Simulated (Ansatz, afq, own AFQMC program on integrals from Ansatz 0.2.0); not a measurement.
## SiH₂, triplet in cc-pVDZ along one coordinate

```xyz
3

Si    0.0000   -0.0507    0.0000
H     0.0000    0.7069   -1.2784
H     0.0000    0.7069    1.2784
```

All coordinates are scaled about the centre. Energies in kJ/mol count from this geometry (1.000) at the same level; the start stands on UHF, each point on the determinant named.

Basis cc-pVDZ. Only valence electrons are correlated. Integrals, coupled cluster, full CI and functionals: Ansatz 0.2.0; the random walks run on the same integrals in our own AFQMC program. The CISD trial takes its coefficients from CCSD amplitudes. Released means that phaseless walkers are propagated on without the constraint, phases kept. Error bars are statistical, one sigma.

Cautions, each for one point or more: (T) is large; an unrestricted solution with more broken spin lies lower; cluster runs in doubt by the program's own checks; lower spins were not checked; strong correlation; the next higher spin lies close; unrestricted determinant spin contaminated; walk and cluster series may follow different spin states.

```
scale of all distances  det.     T1  weight  ⟨S²⟩  CCSD(T)  ph-AFQMC/CISD    FCI  CCSDT(Q)  r2SCAN   CCSD
                 0.886   UHF  0.013    0.94  2.01     68.7    68.9 ± 0.08   69.1      69.1    70.1   68.0
                 1.112   UHF  0.018    0.93  2.00     33.3     32.8 ± 0.1   32.7      32.7    31.4   34.4
                 1.295   UHF  0.034    0.89  2.04    164.3    163.3 ± 0.2  161.9     162.0   161.3  168.2
                 1.501   UHF  0.086    0.78  2.32    309.8    308.5 ± 0.3  303.9     303.7   312.6  316.8
                 1.718   UHF  0.104    0.70  2.64    412.8    411.2 ± 0.4  402.9     402.0  428.5§  423.3
                 2.031   UHF  0.046    0.88  2.94    488.5    481.9 ± 0.2  474.3     479.4  516.7§  488.7
                 2.380   UHF  0.019    0.93  2.99    505.3    502.2 ± 0.1  500.9     502.6  546.2§  503.3
```

Weight is that of the determinant in the CISD state; at the start T1 is 0.015 and the weight 0.94, and ⟨S²⟩ is 2.01. Symmetry can't show for every point that it stays on the start's state. § marks a functional whose ⟨S²⟩ is too high by over 0.1. Largest departures from full CI: CCSD(T) 14.2 kJ/mol at 2.031 (on UHF), ph-AFQMC/CISD 8.2 kJ/mol at 1.718 (on UHF), CCSDT(Q) 5.1 kJ/mol at 2.031 (on UHF), r2SCAN 8.7 kJ/mol at 1.501, CCSD 20.4 kJ/mol at 1.718 (on UHF). Functionals count only at points shown to share the start's state and spin. In this small basis the wave-function levels are far from their limit, so their gap to the functionals isn't the functionals' error.

Some points may be missing: those where a free walk finds a much lower state, and past Zn most of those on another determinant than at the start.

CCSDT and higher add their correlation energy to the determinant of the CCSD(T) run, since their own runs factorise the integrals more tightly (a shift of under 2 meV). A walk keeps the symmetry of its determinant, which the program's search chose and which needn't be the lowest solution, so a lower state of the same spin and another symmetry isn't excluded.
